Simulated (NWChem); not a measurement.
**Basis-set dependence for NO**

```
N
O 1 1.1424
```
Charge 0, spin multiplicity 2.

The numbers come from NWChem runs, not from measurements. The geometry was optimised at UPBE0/def2-SVP, a minimum by its harmonic frequencies.

Hartree-Fock energies in Ha, correlation energies in mHa.

The correlated methods keep 2 core orbitals frozen. The Pople sets run with spherical d functions. The structure started from a generated list of species. The unpaired electrons of the parent sit in orbitals of symmetry b2 (C2v labels of the run); other states weren't searched. The stability of the SCF solutions was not checked. Open-shell Hartree-Fock references start from PBE0 orbitals. Coupled-cluster values serve here as a point of comparison, not as the truth.

```
basis     functions         UHF    UMP2  SCS-UMP2  URI-MP2  CCSD on ROHF  CCSD[T] on ROHF  CCSD(T) on ROHF  CCSD on UHF  CCSD[T] on UHF  CCSD(T) on UHF
--------  ---------  ----------  ------  --------  -------  ------------  ---------------  ---------------  -----------  --------------  --------------
cc-pVDZ          28  -129.26134  -316.1    -304.3   -316.2        -331.3           -344.5           -343.0       -325.1          -337.5          -336.0
6-311G**         36  -129.28160  -337.5    -325.2  not run        -350.8           -367.0           -365.5       -344.5          -360.0          -358.3
cc-pVTZ          60  -129.29774  -395.7    -384.8   -395.7        -407.7           -428.4           -426.8       -400.6          -420.4          -418.8
cc-pVQZ         110  -129.30747  -425.2    -416.4   -425.1       not run          not run          not run      not run         not run         not run
```

From cc-pVTZ to cc-pVQZ the Hartree-Fock energy moves by -9.7 mHa and the UMP2 correlation energy by -29.5 mHa, which is 7 % of its value in the larger set.
